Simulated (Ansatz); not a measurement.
## Worked example: correlation energy of C$_{2}$H$_{6}$S, singlet

Geometry: MP2(full)/6-31G*, from the G2/97 set.

```xyz
9

C     0.0000    1.3667   -0.5855
S     0.0000    0.0000    0.5925
C     0.0000   -1.3667   -0.5855
H     0.0000    2.2967   -0.0145
H     0.8916    1.3457   -1.2164
H    -0.8916    1.3457   -1.2164
H     0.0000   -2.2967   -0.0145
H    -0.8916   -1.3457   -1.2164
H     0.8916   -1.3457   -1.2164
```

Basis STO-3G; Ansatz 0.2.0. Only valence electrons are correlated (noble-gas cores frozen), which leaves 20 electrons in 18 orbitals. R marks a restricted (for open shells ROHF) determinant.

Full CI isn't at hand for all of this; RCCSDTQ serves as the reference, and is uncertain by about the last step of the cluster series.

Runs differ by some tens of microhartree through their thresholds, so steps under 0.03 kcal/mol mean nothing.

```csv
level,total energy (hartree)
RHF,-471.482290
RMP2,-471.613644
RCCSD,-471.658444
RCCSD(T),-471.659327
RCCSDT,-471.659556
RCCSDT(Q),-471.659722
RCCSDTQ,-471.659745
```

Task: What is the correlation energy at RCCSDTQ, and what share of it do RMP2 and RCCSD(T) recover?

Result: E(corr) = -471.659745 − (-471.482290) = -0.177455 hartree = -4.829 eV. RMP2: -0.131354 / -0.177455 = 74.02 %. RCCSD(T): -0.177037 / -0.177455 = 99.76 %.

Task: By how many kcal/mol does RCCSD(T) miss RCCSDTQ (1 hartree = 627.509 kcal/mol), and which steps make up the rest?

Result: -471.659327 − (-471.659745) = 0.000418 hartree = 0.26 kcal/mol. Steps: RCCSDT − RCCSD(T) = -0.14, RCCSDT(Q) − RCCSDT = -0.10, RCCSDTQ − RCCSDT(Q) = -0.01 kcal/mol. That is within 1 kcal/mol of the reference in this basis, which itself misses far more of the correlation at the basis-set limit.
